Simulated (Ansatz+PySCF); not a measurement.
A calculation with Ansatz (development build ahead of 0.2.0).

```yaml
crystal:
  periodic: [false, false, false]
  atoms:
    - { symbol: Cl, position_ang: [0.0, 0.0, 0.0] }
    - { symbol: H, position_ang: [1.66114, 0.0, 0.95906] }
    - { symbol: H, position_ang: [-1.66114, 0.0, 0.95906] }
basis:
  gaussian: { orbitals: "6-31G" }
magnetization:
  initial_magnetization: 3
hamiltonian:
  xc: hf
correlation:
  method: ccsd_t
  frozen_orbitals: { Cl: 5, H: 0 }
scf:
  omitted_lower_state_checks: [stability, starts, atomic_configurations, cluster_reference, orbital_swaps, given_window_search, neighbouring_geometries, increment]
```

The input is written out in the form of the current development build from the run's settings. Correlation on restricted open-shell orbitals is semicanonical, with singles.

The run gave:

- Converged: yes
- Reference energy: -460.37467 hartree
- CCSD correlation energy: -0.03698 hartree
- Triples correction: -0.00037 hartree
- Total energy: -460.41201 hartree
- Spin squared of the determinant: 3.750
- T1 diagnostic: 0.014
- Largest doubles amplitude: 0.02
- Occupied orbitals by symmetry in an Abelian subgroup (alpha; beta): 6 A1 2 B1 3 B2; 5 A1 1 B1 2 B2
